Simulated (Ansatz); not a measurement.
System: BaAg₂GeS₄ (I-42m, No. 121). Method: dielectric-dependent PBEsol hybrid (PAW; Ansatz, an electronic-structure program).

Numerical settings: plane-wave cutoff 460 eV, 6×6×6 k mesh, Fermi–Dirac smearing 0.01 eV, no spin polarisation, scalar-relativistic PAW data made under PBE.

Cell (measured lattice):

```
Ag2BaGeS4
1.0
   -3.41400     3.41400     4.00850
    3.41400    -3.41400     4.00850
    3.41400     3.41400    -4.00850
Ge Ag S Ba
1 2 4 1
Direct
  0.50000   0.50000   0.00000
  0.75000   0.25000   0.50000
  0.25000   0.75000   0.50000
  0.53230   0.53230   0.37660
  0.46770   0.84430   0.00000
  0.15570   0.15570   0.62340
  0.84430   0.46770   0.00000
  0.00000   0.00000   0.00000
```

### Question
Estimate the band gap, smallest direct gap on the k points sampled and Γ–Γ gap that the calculation returns.

### Answer

- band gap = 1.44 eV (on the SCF k mesh)
- smallest direct gap on the k points sampled = 2.03 eV
- Γ–Γ gap = 2.58 eV

Note: cell and atoms aren't relaxed at this level (pressure -1.2 GPa).

Spin–orbit coupling is not included.

Static lattice: no zero-point or thermal effects.

Cost on a shared machine: around 22 core-minutes (rough).
